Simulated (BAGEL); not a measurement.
# HF/STO-3G (density fitting with qzvpp-jkfit) run of N2O (nitrous oxide)

Aim: the vertical ionisation energy of N2O (nitrous oxide) at HF/STO-3G (density fitting with qzvpp-jkfit), from 2 runs. 

The results are computed with BAGEL 1.2.2.

## 1. The molecule

N2O: 3 atoms, total charge 0, spin state singlet. As SMILES, `N#[N+][O-]`. The shape is that of a PBE0-D4/def2-TZVP optimisation.

Bond lengths: N1–N2 1.118 Å, N2–O3 1.174 Å. Angles: N1–N2–O3 180.0°.

## 2. A single-point energy at HF/STO-3G (density fitting with qzvpp-jkfit)

File calc.json:

```json
{ "bagel" : [

{
  "title" : "molecule",
  "basis" : "sto-3g",
  "df_basis" : "qzvpp-jkfit",
  "angstrom" : true,
  "geometry" : [
    { "atom" : "N", "xyz" : [   -0.511700,    1.001300,   -0.167900 ] },
    { "atom" : "N", "xyz" : [   -0.008400,    0.016500,   -0.002800 ] },
    { "atom" : "O", "xyz" : [    0.520100,   -1.017800,    0.170700 ] }
  ]
},
{ "title" : "hf" },
{ "title" : "print", "file" : "orbitals.molden", "orbitals" : true }

]}
```

Command:

```
$ BAGEL_NUM_THREADS=1 BAGEL calc.json > calc.out
```

Output:

```text
* using 1 threads per process

  ===============================================================
  ===============================================================

  *** Geometry ***

  { "atom" : "N", "xyz" : [     -0.966973,      1.892183,     -0.317285 ] },
  { "atom" : "N", "xyz" : [     -0.015874,      0.031180,     -0.005291 ] },
  { "atom" : "O", "xyz" : [      0.982847,     -1.923363,      0.322576 ] },

  Number of auxiliary basis functions:      231

  Since a DF basis is specified, we compute 2- and 3-index integrals:
    o Being stored without compression. Storage requirement is 0.000 GB

  Number of basis functions:       15
  Number of electrons      :       22

    * METHOD: MOLECULE                             0.04

  *** RHF ***

  === Nuclear Repulsion ===
    61.3478617300

      * DIIS with orbital gradients will be used.

  === RHF iteration (sto-3g) ===
      0       -181.07139145          0.04935356           0.00
      1       -181.15097905          0.02791346           0.00
      2       -181.18482267          0.00549316           0.00
      3       -181.18673628          0.00158696           0.00
      4       -181.18705960          0.00028455           0.00
      5       -181.18707113          0.00003900           0.00
      6       -181.18707134          0.00000212           0.00
      7       -181.18707134          0.00000061           0.00
      8       -181.18707134          0.00000027           0.00
      9       -181.18707134          0.00000010           0.00
     10       -181.18707134          0.00000002           0.00
     11       -181.18707134          0.00000000           0.00
    * SCF iteration converged.

    * Permanent dipole moment:
           (    0.017464,    -0.034237,     0.005775) a.u.

    * METHOD: HF                                   0.05

    * METHOD: PRINT                                0.00

  ===============================================================
```

It took 0.22 s on 1 thread of Arm Neoverse V1, shared host.

## 3. The doublet cation, same level

File input.json:

```json
{ "bagel" : [

{
  "title" : "molecule",
  "basis" : "sto-3g",
  "df_basis" : "qzvpp-jkfit",
  "angstrom" : true,
  "geometry" : [
    { "atom" : "N", "xyz" : [      -0.511700,       1.001300,      -0.167900 ] },
    { "atom" : "N", "xyz" : [      -0.008400,       0.016500,      -0.002800 ] },
    { "atom" : "O", "xyz" : [       0.520100,      -1.017800,       0.170700 ] }
  ]
},

{ "title" : "uhf", "charge" : 1, "nopen" : 1 },

{ "title" : "print", "file" : "orbitals.molden", "orbitals" : true }

]}
```

Command:

```
$ BAGEL_NUM_THREADS=1 BAGEL input.json > input.out
```

Output:

```text
* using 1 threads per process

  ===============================================================
  ===============================================================

  *** Geometry ***

  { "atom" : "N", "xyz" : [     -0.966973,      1.892183,     -0.317285 ] },
  { "atom" : "N", "xyz" : [     -0.015874,      0.031180,     -0.005291 ] },
  { "atom" : "O", "xyz" : [      0.982847,     -1.923363,      0.322576 ] },

  Number of auxiliary basis functions:      231

  Since a DF basis is specified, we compute 2- and 3-index integrals:
    o Being stored without compression. Storage requirement is 0.000 GB

  Number of basis functions:       15
  Number of electrons      :       22

    * METHOD: MOLECULE                             0.03

  *** Open-shell HF ***

  === Nuclear Repulsion ===
    61.3478617300

      * DIIS with orbital gradients will be used.

  === UHF iteration (sto-3g) ===
      0       -180.71579741          0.09230461           0.00
      1       -180.81515593          0.05516277           0.00
      2       -180.84557146          0.03642253           0.00
      3       -180.86397888          0.00663767           0.00
      4       -180.86658292          0.00327551           0.00
      5       -180.86807778          0.00102153           0.00
      6       -180.86828897          0.00064478           0.00
      7       -180.86864003          0.00031160           0.00
      8       -180.86886697          0.00020176           0.00
      9       -180.86919744          0.00011189           0.00
     10       -180.86943140          0.00004790           0.00
     11       -180.86953039          0.00004183           0.00
     12       -180.86980474          0.00003394           0.00
     13       -180.86977023          0.00003266           0.00
     14       -180.86994441          0.00005163           0.00
     15       -180.86987949          0.00004952           0.00
     16       -180.86986598          0.00002410           0.00
     17       -180.86993399          0.00001232           0.00
     18       -180.86995039          0.00000227           0.00
     19       -180.86995022          0.00000320           0.00
     20       -180.86995039          0.00000125           0.00
     21       -180.86995039          0.00000015           0.00
     22       -180.86995039          0.00000010           0.00
     23       -180.86995039          0.00000016           0.00
     24       -180.86995039          0.00000002           0.00
     25       -180.86995039          0.00000001           0.00
    * SCF iteration converged.

    * S^2 (UHF) is 0.9809

    * Permanent dipole moment:
           (    0.012826,    -0.025133,     0.004233) a.u.

    * METHOD: UHF                                  0.11

    * METHOD: PRINT                                0.00

  ===============================================================
```

Run time: 0.26 s. Hardware: 1 thread of Arm Neoverse V1, shared host.

## 4. Results

At HF/STO-3G (density fitting with qzvpp-jkfit):

| quantity | value |
| --- | --- |
| singlet N2O: total energy | -181.18707 Eh |
| singlet N2O: dipole moment | 0.10 D |
| singlet N2O: HOMO energy | -10.03 eV |
| singlet N2O: LUMO energy | 7.09 eV |
| singlet N2O: HOMO–LUMO gap | 17.12 eV |
| doublet cation: total energy | -180.86995 Eh |
| doublet cation: ⟨S²⟩ | 0.981 |
| vertical ionisation energy (to the doublet cation) | 8.629 eV |

The vertical ionisation energy comes to 8.63 eV (199 kcal/mol). The negative HOMO energy of the first species, 10.03 eV, lies 1.40 eV above that difference. In a minimal basis such a difference can be off by several eV, whatever the method. ⟨S²⟩ (doublet cation) is 0.98 where a pure doublet has 0.75: the reference is spin-contaminated.
